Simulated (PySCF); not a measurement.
Problem. What does the PBE0-D3(BJ)/def2-SVP structure of `C(C=C)=C` look like in three dimensions?

Solution. 
Z-matrix in Å and degrees, rows numbered from 1:
```
C 
C   1  1.3399
C   2  1.4543  1  124.16
C   3  1.3399  2  124.39  1   179.72
H   1  1.0947  2  121.19  3     0.09
H   1  1.0922  2  121.64  3  -179.98
H   2  1.0969  1  119.40  3  -179.97
H   3  1.0970  2  116.32  1    -0.24
H   4  1.0925  3  121.42  2   179.97
H   4  1.0947  3  121.33  2     0.08
```

Of the pairs four or more bonds apart, H5···H8 is among the closest relative to their van der Waals radii: 2.50 Å, 104 % of the sum of Bondi's values. The C–C distances run from 1.340 Å (C3=C4, drawn double) to 1.454 Å (C2–C3, drawn single), a spread of 0.114 Å. The 4 heavy atoms lie in one plane (0.001 Å rms).

Computed, not measured: PBE0-D3(BJ)/def2-SVP geometry optimisation, gas phase (PySCF).

Point group: C2h (every atom within 0.08 Å of its image). Whether it is a minimum is left open (no frequencies). The numbers are those of one conformer (C1–C2–C3–C4 180°).
